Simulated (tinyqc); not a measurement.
Inside a calculation. Method: extended Hueckel theory, for CO. One step of it, computed by the program tinyqc.

Problem. Wolfsberg-Helmholz matrix. H_ij = K' S_ij (H_ii + H_jj)/2 for i != j (the diagonal keeps H_ii), with K' = K + D^2 + D^4 (1 - K), D = (H_ii - H_jj)/(H_ii + H_jj), K = 2.

overlap S, lower triangle:
```
            1C 2s    1C 2px    1C 2py     1C 2pz     2O 2s    2O 2px    2O 2py    2O 2pz
1C 2s    1.000000
1C 2px   0.000000  1.000000
1C 2py   0.000000  0.000000  1.000000
1C 2pz   0.000000  0.000000  0.000000   1.000000
2O 2s    0.408836  0.000000  0.000000   0.488428  1.000000
2O 2px   0.000000  0.243809  0.000000   0.000000  0.000000  1.000000
2O 2py   0.000000  0.000000  0.243809   0.000000  0.000000  0.000000  1.000000
2O 2pz  -0.324303  0.000000  0.000000  -0.300997  0.000000  0.000000  0.000000  1.000000
```

diagonal H_ii (eV): 1C 2s -21.400000, 1C 2px -11.400000, 1C 2py -11.400000, 1C 2pz -11.400000, 2O 2s -32.300000, 2O 2px -14.800000, 2O 2py -14.800000, 2O 2pz -14.800000

K = 2.000000

Give: H.

Solution.

H (eV), lower triangle:
```
          1C 2s   1C 2px   1C 2py   1C 2pz    2O 2s   2O 2px   2O 2py   2O 2pz
1C 2s   -21.400
1C 2px    0.000  -11.400
1C 2py    0.000    0.000  -11.400
1C 2pz    0.000    0.000    0.000  -11.400
2O 2s   -22.388    0.000    0.000  -23.227  -32.300
2O 2px    0.000   -6.441    0.000    0.000    0.000  -14.800
2O 2py    0.000    0.000   -6.441    0.000    0.000    0.000  -14.800
2O 2pz   11.928    0.000    0.000    7.951    0.000    0.000    0.000  -14.800
```
